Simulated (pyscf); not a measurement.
Structures and frequencies: ωB97X-D3(BJ)/def2-SVP in PySCF.

**Question.** For `[OH2]` + `[NH2][Hf]([Cl])([Cl])[Cl]` → `[OH][Hf]([Cl])([Cl])[Cl]` + `[NH3]`, a four-centre exchange (singlet surface; H–O, Hf–N broken, Hf–O, H–N formed), PBE/def2-TZVP gives ΔE‡ = -8.2 kcal/mol and ΔE = -16.7 kcal/mol (zero: the separated reactants). In which direction and how far do r²SCAN/def2-TZVP, PBE0-D3(BJ)/def2-TZVP, ωB97M-D3(BJ)/def2-TZVP move these?

**Answer.** r²SCAN: ΔE‡ = -10.1 kcal/mol, ΔE = -17.4 kcal/mol; PBE0-D3(BJ): ΔE‡ = -9.6 kcal/mol, ΔE = -16.1 kcal/mol; ωB97M-D3(BJ): ΔE‡ = -8.0 kcal/mol, ΔE = -17.2 kcal/mol. PBE's barrier matches one of them and lies within 1.9 kcal/mol of the others. Its reaction energy lies among theirs. On the reactant side the descent ends in an adduct with a Hf–O contact, 21.1 kcal/mol under the separated species and 11.1 kcal/mol under the saddle at ωB97X-D3(BJ)/def2-TZVP. On the product side the descent ends in an adduct with a Hf–N contact (not fully relaxed), 26.3 kcal/mol under the separated species and 32.6 kcal/mol under the saddle at ωB97X-D3(BJ)/def2-TZVP. At PBE, r²SCAN, PBE0-D3(BJ), ωB97M-D3(BJ) the saddle lies under the separated reactants, which points to a path from their complex (located at ωB97X-D3(BJ) alone). What is counted as formed (Hf–O) is already present as a longer contact in the reactant adduct; forming that adduct is a step of its own. What is counted as broken (Hf–N) persists as a longer contact in the product adduct; parting that adduct is a step of its own. At ωB97X-D3(BJ) the barrier from the zero used here is -10.0 kcal/mol. One saddle was located; it need not be the lowest between these sides. Elements past Kr carry the def2 core potentials, without spin-orbit coupling.
